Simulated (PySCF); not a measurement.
One entry of a table of gas-phase calculations, keyed by method. Lists by class give the value and the number of equivalent atoms.

```json
{
 "name": "thioformamide",
 "formula": "CH3NS",
 "smiles": "NC=S",
 "charge": 0,
 "multiplicity": 1,
 "geometry_level": "PBE0-D3(BJ)/def2-SVP",
 "atoms_angstrom": [
  ["N", -0.707, -0.145, 0.047],
  ["C", 0.583, 0.189, -0.079],
  ["S", 1.85, -0.845, -0.054],
  ["H", -0.95, -1.12, 0.184],
  ["H", -1.441, 0.551, 0.042],
  ["H", 0.728, 1.275, -0.209]
 ],
 "electronic_structure_code": "PySCF",
 "results": {
  "PBE0-D3(BJ)/def2-SVP geometry optimisation, gas phase": {
   "point_group": "Cs",
   "rotational_constants_GHz": [62.452, 6.093, 5.551]
  },
  "wB97X-D/def2-SVPD ground state, ΔSCF and vertical TDDFT (core frozen in the response)": {
   "dipole_D": 4.58,
   "homo_eV": -8.18,
   "lumo_eV": 0.61,
   "S1_eV": 3.4,
   "strongest_line_of_10_singlets_eV": 5.35,
   "T1_tda_eV": 3.09,
   "polarisability_au": 46.3,
   "vertical_ip_eV": 8.74,
   "r2_bohr2_about_centre_of_nuclear_charge": 240.0,
   "singlets_eV_and_f": [
    [3.4, 0.0],
    [5.35, 0.182],
    [6.32, 0.173],
    [6.61, 0.004],
    [6.84, 0.088],
    [6.94, 0.01],
    [7.38, 0.0],
    [7.51, 0.109],
    [7.57, 0.002],
    [7.67, 0.001]
   ],
   "triplets_tda_eV": [3.09, 3.34, 6.04, 6.48]
  },
  "PBE/pcSseg-2 ground state and GIAO shieldings, non-relativistic": {
   "shift_vs_computed_TMS_C_by_class_ppm": [
    [192.3, 1]
   ],
   "shift_vs_computed_TMS_H_by_class_ppm": [
    [9.3, 1],
    [6.26, 2]
   ],
   "shielding_other_nuclei_by_class_ppm": [
    ["N", 108.3, 1],
    ["S", 128.3, 1]
   ]
  }
 }
}
```

No computed singlet falls in the visible range (750 to 380 nm, 1.65 to 3.26 eV); S1 lies 0.14 eV above its blue end. The rotational constants make it an asymmetric top with κ = (2B − A − C)/(A − C) = -0.98, nearer the prolate limit (−1). The 10 singlets span 3.40 to 7.67 eV, and their oscillator strengths add up to 0.57. In atomic units the dipole is 1.80 e·bohr (1 au = 2.5417 D). The vertical singlet–triplet gap S1 − T1 is 0.31 eV (TDDFT singlet less Tamm–Dancoff triplet; S1: HOMO→LUMO, weight 0.99; T1: HOMO→LUMO, weight 0.99).

Geometry: PBE0-D3(BJ)/def2-SVP; no solvent or vibrations. NMR classes are plain means over equivalent atoms (diastereotopic ones count apart unless rotation or inversion swaps them), as if these changed places fast; in this geometry the members of some classes differ.

Shape of the structure used: `[NH2:1][CH:2]=[S:3]`: H–N1–C2–S3 1°, H–N1–C2–S3 179°.
